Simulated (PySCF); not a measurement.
SiHCl3, optimised at GFN2-xTB:

```xyz
5

Si     0.0087     0.0009    -0.0306
Cl     0.0038     0.7966    -1.8766
Cl    -0.0024    -2.0051    -0.1605
Cl     1.6508     0.6040     0.9596
H     -1.1731     0.4423     0.6855
```

Method: PySCF energies (xtb for GFN2) plus ideal-gas RRHO corrections (1 bar). 6-31G* has spherical d functions here. All species are closed-shell singlets. B3LYP is the form with VWN-RPA correlation.

Q: List the harmonic frequencies (cm⁻¹, unscaled) at this level and at the other levels, each on its own geometry.

A: 
- GFN2-xTB: 138, 138, 205, 439, 522, 522, 634, 634, 2325
- B3LYP/6-31G*: 172, 172, 248, 480, 588, 588, 813, 813, 2344
- HF/6-31G*: 188, 188, 269, 518, 631, 631, 889, 889, 2511
- PBE/def2-SVP: 163, 164, 237, 479, 588, 588, 777, 777, 2239
- PBE0/def2-TZVP: 171, 171, 249, 495, 603, 603, 800, 800, 2309
